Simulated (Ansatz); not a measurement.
A calculation with Ansatz (development build ahead of 0.2.0).

```yaml
crystal:
  periodic: [false, false, false]
  atoms:
    - { symbol: C, position_ang: [0.95329, -0.30046, -0.68734] }
    - { symbol: C, position_ang: [-0.06948, 0.50269, -1.11317] }
    - { symbol: C, position_ang: [-1.00263, 0.64191, -0.03075] }
    - { symbol: C, position_ang: [-0.52885, -0.12253, 1.08867] }
    - { symbol: C, position_ang: [0.66815, -0.6993, 0.73175] }
    - { symbol: H, position_ang: [1.81684, -0.61837, -1.24823] }
    - { symbol: H, position_ang: [-0.19332, 0.96708, -2.08067] }
    - { symbol: H, position_ang: [-1.9051, 1.24226, -0.05268] }
    - { symbol: H, position_ang: [-1.00234, -0.20658, 2.04946] }
    - { symbol: H, position_ang: [1.31583, -1.33127, 1.32326] }
basis:
  gaussian: { orbitals: def2-SVP }
magnetization:
  spin_polarized: true
  initial_magnetization: 1
hamiltonian:
  xc: hf
output:
  forces: true
```

The input is written out in the form of the current development build from the run's settings.

The run gave:

```yaml
Converged: yes
Total_energy: -192.05389 hartree
Spin_squared_of_the_determinant: 1.020
Stability_test: minimum
```

Forces (eV/Å):
```csv
atom,Fx,Fy,Fz
C1,-0.161,0.027,0.104
C2,-0.127,0.045,0.118
C3,0.101,-0.121,0.132
C4,0.459,-0.036,-0.181
C5,-0.291,0.206,-0.300
H6,0.076,0.011,-0.092
H7,0.149,-0.069,-0.024
H8,0.074,-0.107,0.008
H9,-0.169,0.011,0.153
H10,-0.113,0.033,0.082
```

Caution: the unrestricted determinant is spin contaminated.
